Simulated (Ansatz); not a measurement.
Geometry optimisation, Ansatz, RKS B3LYP/def2-SVP.

The input (input.yaml):

```yaml
crystal:
  periodic: [false, false, false]
  atoms:
    - { symbol: Al, position_ang: [0.073388, 0.287166, -0.103544] }
    - { symbol: F, position_ang: [-0.047782, 0.196368, 1.579238] }
    - { symbol: H, position_ang: [1.483362, 0.642962, -0.70724] }
    - { symbol: H, position_ang: [-1.296092, 0.161239, -0.878598] }
    - { symbol: S, position_ang: [0.304087, -2.990645, 0.944763] }
    - { symbol: H, position_ang: [-0.980772, -3.239457, 0.578055] }
    - { symbol: H, position_ang: [-0.026792, -1.921632, 1.761027] }
basis:
  gaussian: { orbitals: def2-SVP }
hamiltonian:
  xc: b3lyp
relax:
  f_tol: 0.03
  max_steps: 50
```

Launched with:

```bash
$ ansatz run input.yaml --threads 2 --pin off --max-ram 3072MiB --backend cpu --events-out ev --progress --plain --runs-dir out
```

Q: Where does it end, and by what steps?

A: The run converged. The force dipped under the threshold on the way, but the program's further checks kept it going. After 20 steps the energy has fallen by 0.286 eV; H7 moved furthest, 0.82 Å. Joined: Al1–S5 (3.45 → 2.63 Å).

```json
{"step": "0", "energy less start (eV)": "0.0000", "largest force component (eV/Å)": "0.672", "accepted": "yes"}
{"step": "1", "energy less start (eV)": "-0.0925", "largest force component (eV/Å)": "0.647", "accepted": "yes"}
{"step": "2", "energy less start (eV)": "-0.1827", "largest force component (eV/Å)": "0.485", "accepted": "yes"}
{"step": "3", "energy less start (eV)": "-0.2210", "largest force component (eV/Å)": "0.732", "accepted": "yes"}
{"step": "4", "energy less start (eV)": "-0.2290", "largest force component (eV/Å)": "1.159", "accepted": "yes"}
{"step": "5", "energy less start (eV)": "-0.2671", "largest force component (eV/Å)": "0.170", "accepted": "yes"}
{"step": "6", "energy less start (eV)": "-0.2729", "largest force component (eV/Å)": "0.186", "accepted": "yes"}
{"step": "7", "energy less start (eV)": "-0.2762", "largest force component (eV/Å)": "0.114", "accepted": "yes"}
{"step": "8", "energy less start (eV)": "-0.2775", "largest force component (eV/Å)": "0.086", "accepted": "yes"}
{"step": "9", "energy less start (eV)": "-0.2792", "largest force component (eV/Å)": "0.017", "accepted": "yes"}
{"step": "10", "energy less start (eV)": "-0.2801", "largest force component (eV/Å)": "0.131", "accepted": "yes"}
{"step": "11", "energy less start (eV)": "-0.2808", "largest force component (eV/Å)": "0.071", "accepted": "yes"}
{"step": "12", "energy less start (eV)": "-0.2821", "largest force component (eV/Å)": "0.013", "accepted": "yes"}
{"step": "13", "energy less start (eV)": "-0.2763", "largest force component (eV/Å)": "0.545", "accepted": "no"}
{"step": "14", "energy less start (eV)": "-0.2832", "largest force component (eV/Å)": "0.079", "accepted": "yes"}
{"step": "15", "energy less start (eV)": "-0.2825", "largest force component (eV/Å)": "0.270", "accepted": "no"}
{"step": "16", "energy less start (eV)": "-0.2839", "largest force component (eV/Å)": "0.077", "accepted": "yes"}
{"step": "17", "energy less start (eV)": "-0.2840", "largest force component (eV/Å)": "0.048", "accepted": "yes"}
{"step": "18", "energy less start (eV)": "-0.2844", "largest force component (eV/Å)": "0.147", "accepted": "yes"}
{"step": "19", "energy less start (eV)": "-0.2844", "largest force component (eV/Å)": "0.135", "accepted": "yes"}
{"step": "20", "energy less start (eV)": "-0.2857", "largest force component (eV/Å)": "0.004", "accepted": "yes"}
```

```xyz
7
Properties=species:S:1:pos:R:3
Al -0.016 0.036 -0.020
F -0.501 0.436 1.545
H 1.512 0.290 -0.355
H -1.168 -0.038 -1.107
S 0.148 -2.539 0.469
H -1.120 -2.669 0.927
H 0.654 -2.380 1.716
```

Whether the end is a true minimum wasn't checked by a vibrational analysis.

The run took 27 s on 2 threads of Arm Neoverse V1, with other jobs on the host, peak memory 0.14 GiB.
